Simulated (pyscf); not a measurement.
Single points on ωB97X-D3(BJ)/def2-SVP structures (PySCF, gas phase). Correlated levels are frozen-core, on RHF or UHF. ΔMP2 is the change of the MP2 total energy from the triple- to the quadruple-zeta basis.

**Question.** For the elementary gas-phase step H₃C–Si:–Cl [singlet] + HCl → CH₄ + Cl–Si:–Cl [singlet] (singlet surface; C–Si, Cl–H broken, C–H, Cl–Si formed), what barrier and reaction energy does CCSD(T)/def2-TZVPP + ΔMP2(QZVPP) give, measured from the separated reactants?

**Answer.** ΔE‡ = 0.54 eV, ΔE = -1.44 eV. Zero-point energy shifts the barrier by +0.03 eV. It is a four-centre exchange, with an imaginary mode of 1045i cm⁻¹. On the reactant side the descent ends in a complex, 0.25 eV under the separated species and 0.61 eV under the saddle at ωB97X-D3(BJ)/def2-TZVP. At ωB97X-D3(BJ) the barrier from the zero used here is 0.36 eV. One saddle was located; it need not be the lowest between these sides. The CCSD(T) − MP2 part came from Ansatz, without density fitting, on the same reference.
